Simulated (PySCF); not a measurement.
Gas-phase reaction: CO2 + SO3 = COS + 2 O2

Energies from PySCF, thermal terms from the rigid-rotor harmonic-oscillator model, ideal gas at 1 bar. Table values come from the NASA 1993 polynomials. † marks an energy on the PBE0/def2-TZVP geometry and frequencies. MP2 and CCSD(T) freeze the core. Open shells (unrestricted): O2 (multiplicity 3); the rest are closed-shell singlets. MP2 isn't extrapolated to the basis-set limit; its ΔH°(298 K) is 448.3 kJ in def2-SVP and 672.6 kJ in def2-TZVPP. CCSD(T) isn't extrapolated to the basis-set limit; its ΔH°(298 K) is 394.5 kJ in def2-SVP and 603.2 kJ in def2-TZVPP. The harmonic model lacks anharmonicity and excited electronic states, which grow with temperature; levels with a mode under 35 cm⁻¹ are left out.

```csv
level,"ΔH°(298 K), kJ",minus table,"ΔG°(1800 K), kJ"
table,650.9,-,338.1
CCSD(T)/def2-TZVPP†,603.2,-47.7,291.8
MP2/def2-SVP†,448.3,-202.6,136.9
MP2/def2-TZVPP†,672.6,21.7,361.2
PBE/def2-TZVP†,583.2,-67.7,271.8
ωB97M-V/def2-TZVP†,607.9,-43.0,296.4
ωB97X-V/def2-TZVP†,584.0,-66.9,272.6
```
